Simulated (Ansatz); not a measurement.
Working through a geometry optimisation of C₄H₇Cl, SMILES CC=CCCl

Computed with the Python package of Ansatz (0.2.0).

Notebook, run cell by cell (the value of a cell's last expression is shown):

```python
import itertools
import warnings

import ansatz as az
from ase.data import atomic_numbers, covalent_radii
import numpy as np

GEOMETRY = """
C    -1.20150    0.99620    1.13650
C    -0.37300    0.60180   -0.00200
C     0.35360   -0.50360    0.01220
C     1.34590   -0.94150   -1.09710
Cl    0.75000   -2.55610   -1.68420
H    -2.28860    1.11400    0.78310
H    -1.17970    0.35580    1.97920
H    -0.90760    2.05050    1.46510
H    -0.36460    1.25900   -0.84100
H     0.38150   -1.13670    0.93490
H     1.23630   -0.26440   -1.92310
H     2.32470   -1.03020   -0.72950
"""
```

```python
warnings.simplefilter("ignore", az.DeckWarning)
```

```python
mol = az.Crystal.molecule()
for line in GEOMETRY.strip().splitlines():
    symbol, *xyz = line.split()
    mol = mol.atom(symbol, [float(v) for v in xyz])
```

```python
base = (
    mol.calculation()
    .basis(gaussian="cc-pVDZ")
    .functional("pbe")
)
symbols = [site.symbol for site in mol.cartesian_sites]
start = np.array([site.position_ang for site in mol.cartesian_sites], dtype=float)
def progress(event):
    if event["event"] == "relax_step":
        row = event["data"]
        print(f"step {row['step']:3d}  E = {row['lagrangian_ev']:.6f} eV  largest force component {row['allowed_force_max_ev_ang']:.4f} eV/A")
```

```python
data = base.relax(force_tolerance=0.02, max_steps=100).session().plan().execute(on_event=progress).report
end = np.array(data["positions_ang"])
```

    step   1  E = -16773.300102 eV  largest force component 3.7481 eV/A
    step   2  E = -16773.611302 eV  largest force component 1.0541 eV/A
    step   3  E = -16773.665843 eV  largest force component 0.2512 eV/A
    step   4  E = -16773.672520 eV  largest force component 0.0973 eV/A
    step   5  E = -16773.674026 eV  largest force component 0.0656 eV/A
    step   6  E = -16773.674380 eV  largest force component 0.0319 eV/A
    step   7  E = -16773.674580 eV  largest force component 0.0141 eV/A

```python
print(f"E = {data['free_energy_ev']:.6f} eV = {data['free_energy_ev'] / 27.211386246:.7f} Ha")
print("converged:", data["converged"], " doubts:", data["published_state_doubts"] or "none")
```

    E = -16773.674614 eV = -616.4211725 Ha
    converged: True  doubts: none

```python
# pairs closer than 1.2 times the sum of covalent radii, before or after
radius = [covalent_radii[atomic_numbers[s]] for s in symbols]
span = lambda where, i, j: np.linalg.norm(where[i] - where[j])
bonded = [(i, j) for i, j in itertools.combinations(range(len(symbols)), 2) if min(span(start, i, j), span(end, i, j)) < 1.2 * (radius[i] + radius[j])]
print("pair        before    after (A)")
for i, j in bonded:
    print(f"{symbols[i]}{i}-{symbols[j]}{j}".ljust(10), f"{span(start, i, j):8.4f} {span(end, i, j):8.4f}")
for first, second in list(itertools.combinations(bonded, 2)):
    shared = set(first) & set(second)
    if shared and symbols[(j := shared.pop())] != "H":
        i, k = sorted((set(first) | set(second)) - {j})
        u, v = end[i] - end[j], end[k] - end[j]
        angle = np.degrees(np.arccos(np.clip(u @ v / np.linalg.norm(u) / np.linalg.norm(v), -1, 1)))
        print(f"final angle {symbols[i]}{i}-{symbols[j]}{j}-{symbols[k]}{k}: {angle:.2f} deg")
```

    pair        before    after (A)
    C0-C1        1.4622   1.4978
    C0-H5        1.1492   1.1115
    C0-H6        1.0586   1.1076
    C0-H7        1.1428   1.1114
    C1-C2        1.3229   1.3484
    C1-H8        1.0658   1.1061
    C2-C3        1.5514   1.4893
    C2-H9        1.1194   1.1041
    C3-Cl4       1.8184   1.8384
    C3-H10       1.0737   1.1063
    C3-H11       1.0493   1.1075
    final angle C1-C0-H5: 110.96 deg
    final angle C1-C0-H6: 111.80 deg
    final angle C1-C0-H7: 111.24 deg
    final angle C0-C1-C2: 125.20 deg
    final angle C0-C1-H8: 116.59 deg
    final angle H5-C0-H6: 108.27 deg
    final angle H5-C0-H7: 106.11 deg
    final angle H6-C0-H7: 108.22 deg
    final angle C2-C1-H8: 118.21 deg
    final angle C1-C2-C3: 123.51 deg
    final angle C1-C2-H9: 119.93 deg
    final angle C3-C2-H9: 116.56 deg
    final angle C2-C3-Cl4: 111.62 deg
    final angle C2-C3-H10: 112.14 deg
    final angle C2-C3-H11: 112.52 deg
    final angle Cl4-C3-H10: 106.29 deg
    final angle Cl4-C3-H11: 104.35 deg
    final angle H10-C3-H11: 109.46 deg

Caveats:
- Total energies depend on the basis set; only differences at equal settings carry meaning.
- The end point is the stationary point reached from this start; no frequency run checks that it is a minimum, and the basis set is modest.
- Finished in 28 s on 1 thread of Arm Neoverse V2, on a shared host, peak memory 0.22 GiB.
